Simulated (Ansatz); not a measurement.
The input, for Ansatz 0.2.0:

```yaml
crystal:
  periodic: [false, false, false]
  atoms:
    - {symbol: Br, position_ang: [0.000000, 0.000000, -1.650000]}
    - {symbol: H, position_ang: [0.000000, 0.000000, 0.121000]}
    - {symbol: Cl, position_ang: [0.000000, 0.000000, 1.529000]}
basis:
  gaussian: {orbitals: cc-pVDZ}
magnetization: {spin_polarized: true, initial_magnetization: 1}
hamiltonian: {xc: {name: B97M-V}}
```

```sh
$ ansatz run in.yaml --threads 1 --pin off --events-out ev --progress --plain --max-ram 2393MiB
```

Q: Roughly how long does this take on 1 thread of Intel Xeon 6975P-C, shared host, and how much host memory?

A: 21 s wall and 0.21 GiB.

```
  # Of w^i u^j: cxij and so on, Table III.
  gx(w, u) = cx00 + cx01*u + cx02*u^2 + (cx10 + cx11*u)*w
  gss(w, u) = css00 + css02*u^2 + css10*w + (css32*w^3 + css42*w^4)*u^2
  gos(w, u) = cos00 + cos01*u + cos03*u^3 + cos10*w + cos32*w^3*u^2
      + integral(e_c_pw_mod_opposite_spin*gos(b97_w_opposite, b97_u_opposite)) + vv10(b, c)
557 factors; integrals over basis functions are off by at most 1.9e-3 eV
mean field evaluation 1: about -82566.4939 eV, gradient 1.0e1 eV
mean field evaluation 2: about -82558.9431 eV, gradient 3.1e1 eV
mean field evaluation 4: about -82567.1879 eV, gradient 4.0e0 eV
mean field evaluation 8: about -82567.3428 eV, gradient 1.3e-1 eV
mean field evaluation 16: about -82567.3429 eV, gradient 2.5e-5 eV
mean field evaluation 32: about -82567.3501 eV, gradient 2.8e-5 eV
mean field evaluation 64: about -82567.0170 eV, gradient 1.8e-1 eV
mean field evaluation 96: about -82567.3429 eV, gradient 1.7e-6 eV
mean field evaluation 128: about -82567.0146 eV, gradient 2.3e-1 eV
mean field -82567.35005776 eV, -3034.2941484626 hartree, gradient 4.9e-6 eV, S^2 0.753247; 15 other end points of the search recorded, 0 dependent functions left out
reference -82567.35008817 eV, -3034.2941495803 hartree; 27, 26 occupied and 23, 24 virtual orbitals, 557 factors
Total energy: -82567.35008817 eV, -3034.2941495803 hartree
```
